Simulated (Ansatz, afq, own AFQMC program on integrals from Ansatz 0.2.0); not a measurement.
Integrals from Ansatz 0.2.0, then the random walk in our own AFQMC program (afq).

```yaml
crystal:
  periodic: [false, false, false]
  atoms:
    - {symbol: C, position_ang: [0.000000, 0.000000, 0.000000]}
basis:
  gaussian: {orbitals: cc-pVTZ}
total_charge: 1
magnetization: {spin_polarized: true, initial_magnetization: 3}
correlation: {method: ccsd_t, electrons: outside_noble_gas, hamiltonian_folder: ham}
```

```sh
$ ansatz run in.yaml --threads 1 --pin off --events-out ev --progress --plain --max-ram 1382MiB
```

Options of the walk:

```
--method phaseless --trial cisd --walkers 40 --populations 1 --least-time 40 --time-step 0.0025 --steps-per-block 5 --equilibration-blocks 240 --max-blocks 4800 --target-error 0.00042 --factor-cut 0.001 --start spin_pure --seed 2258 --release-times 0.3,0.6,0.9,1.2 --release-step 0.1 --release-every 80 --taylor-order 6
```

Times are imaginary, in 1/Eh. The walk had a cap of 202 s.

```
orbitals 29  electrons 3 0  factors 148 of 172
reference energy -37.16037214 Eh
CCSD correlation -0.01568774 Eh in 7 cycles, weight of the determinant in the CISD state 0.9941
energy of the start -37.176060 Eh
 block  time / (1/Eh)  mean weight  energy / Eh
     1     0.013  1.0001  -37.176060
     2     0.025  1.0000  -37.176060
     3     0.037  0.9997  -37.176060
     4     0.050  0.9999  -37.176061
     5     0.062  1.0002  -37.176062
     8     0.100  0.9993  -37.176062
    87     1.087  1.0000  -37.176121
   345     4.312  0.9993  -37.176106
   603     7.538  1.0006  -37.176102
   861    10.762  1.0002  -37.176048
  1033    12.912  0.9986  -37.176328
  1119    13.987  1.0016  -37.176096
  1377    17.212  1.0003  -37.176179
  1635    20.438  1.0005  -37.176156
  1893    23.663  1.0003  -37.175962
  2151    26.888  1.0011  -37.175990
  2409    30.113  1.0002  -37.176259
  2667    33.338  0.9995  -37.176099
  2925    36.562  1.0001  -37.176109
  3183    39.788  1.0003  -37.176178
  3355    41.938  1.0006  -37.176186
blocks merged  error / Eh  count
     1  0.000002  3200
     2  0.000002  1600
     4  0.000003  800
     8  0.000004  400
    16  0.000005  200
    32  0.000006  100
    64  0.000008  50
   128  0.000009  25
   256  0.000009  12
released: time / (1/Eh)  energy / Eh  error  mean overlap
  0.30  -37.176147  0.000013  1.0086
  0.60  -37.176129  0.000011  1.0094
  0.90  -37.176124  0.000010  1.0154
  1.20  -37.176137  0.000010  0.9948
energy -37.176143 +/- 0.000009 Eh
(rows thinned)
```

(1) Estimate how long the walk took on 1 thread of Intel(R) Xeon(R) Platinum 8375C CPU @ 2.90GHz (Ice Lake), on a shared host.

The run passed its tests (sampling time, drift between the halves within three errors, error under three times the target), which doesn't prove that it has relaxed.

Against this walk (error 0.2 meV) on the same determinant: CCSD(T) 0.9 meV higher, full CI 0.4 meV higher (within the noise), a separate phaseless walk with a CISD trial and standard settings 0.1 ± 0.3 meV higher (within the noise). The error is statistical and leaves out the bias of the constraint. Released to 1.20 1/Eh the energy moves by 0.2 ± 0.4 meV (both errors), within twice the noise.

Cautions: constraint bias not in the error; another spin lies lower (by 5.30 eV); the coarse factor cut changes the integrals a little.

Answers

(1) 2.6 min of wall time.

A walk keeps the symmetry of its determinant, which the program's search chose and which needn't be the lowest solution, so a lower state of the same spin and another symmetry isn't excluded.
